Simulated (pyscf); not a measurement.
# Four-centre exchange: H₂S + Cl–Zr(Cl)(Cl)–Cl → HS–Zr(Cl)(Cl)–Cl + HCl

Gas phase, singlet surface, charge 0. Bonds broken: S1–H2, Cl4–Zr5. Bonds formed: S1–Zr5, H2–Cl4. PySCF, gas phase, ωB97X-D3(BJ)/def2-SVP geometries.

Transition state (Å):

```xyz
8

S     -1.0216     0.0555     1.6093
H     -1.9065    -1.1802     0.6884
H      0.2035    -0.5031     1.7184
Cl    -2.4430    -1.6093    -0.5877
Zr    -0.7353     0.4607    -0.9038
Cl     0.7775     2.1822    -0.5343
Cl     0.6409    -0.9887    -2.0840
Cl    -2.3836     1.5629    -2.1053
```

One imaginary mode, 397i cm⁻¹; descent along it reached the two sides named, in the forms told below.

| bond | change | reactant side (Å) | saddle | product side |
|---|---|---|---|---|
| S1–H2 | breaks | 1.347 | 1.777 | 3.3 |
| Cl4–Zr5 | breaks | 2.342 | 2.7 | 2.9 |
| S1–Zr5 | forms | 2.8 | 2.562 | 2.421 |
| H2–Cl4 | forms | 3.3 | 1.449 | 1.290 |

Electronic energies relative to the separated reactants (kJ/mol):

| level | barrier | reaction energy | reverse barrier |
|---|---|---|---|
| ωB97X-D3(BJ)/def2-TZVP | 51.1 | +63.4 | -12.3 |
| PBE/def2-TZVP | 58.3 | +64.6 | -6.3 |
| r²SCAN/def2-TZVP | 58.2 | +67.5 | -9.3 |
| B3LYP-D3(BJ)/def2-TZVP | 64.7 | +67.4 | -2.8 |
| PBE0-D3(BJ)/def2-TZVP | 54.4 | +64.2 | -9.8 |
| M06-2X/def2-TZVP | 68.4 | +65.7 | 2.7 |
| ωB97M-D3(BJ)/def2-TZVP | 76.2 | +68.8 | 7.4 |
| HF/def2-TZVP | 149.4 | +80.6 | 68.8 |

With ωB97M-D3(BJ)/def2-TZVP energies and thermal terms (ideal gas, 1 atm, RRHO with modes under 100 cm⁻¹ raised to 100, one conformer, R ln 2 for chiral ones without a mode under 150 cm⁻¹), in kJ/mol:

```json
[
 {"T (K)": "298", "ΔH‡": "70.4", "ΔG‡": "113.6", "ΔH": "+67.6", "ΔG": "+62.3"},
 {"T (K)": "600", "ΔH‡": "72.8", "ΔG‡": "156.5", "ΔH": "+70.1", "ΔG": "+56.0"},
 {"T (K)": "900", "ΔH‡": "76.4", "ΔG‡": "197.6", "ΔH": "+72.0", "ΔG": "+48.6"},
 {"T (K)": "1200", "ΔH‡": "80.0", "ΔG‡": "237.5", "ΔH": "+73.5", "ΔG": "+40.5"}
]
```

On the reactant side the descent ends in an adduct with a S–Zr contact (not fully relaxed), 61.8 kJ/mol under the separated species and 113.0 kJ/mol under the saddle at ωB97X-D3(BJ)/def2-TZVP. On the product side the descent ends in an adduct with a Cl–Zr contact, 34.8 kJ/mol under the separated species and 22.5 kJ/mol under the saddle at ωB97X-D3(BJ)/def2-TZVP. At ωB97X-D3(BJ)/def2-TZVP, PBE, r²SCAN, B3LYP-D3(BJ), PBE0-D3(BJ) the saddle lies under the separated products, which points to a path from their complex (located at ωB97X-D3(BJ) alone), and parting the products costs more than the saddle. What is counted as formed (S–Zr) is already present as a longer contact in the reactant adduct; forming that adduct is a step of its own. What is counted as broken (Cl–Zr) persists as a longer contact in the product adduct; parting that adduct is a step of its own. This is the saddle that the search found; another between the same sides may lie lower. Elements past Kr carry the def2 core potentials, without spin-orbit coupling.
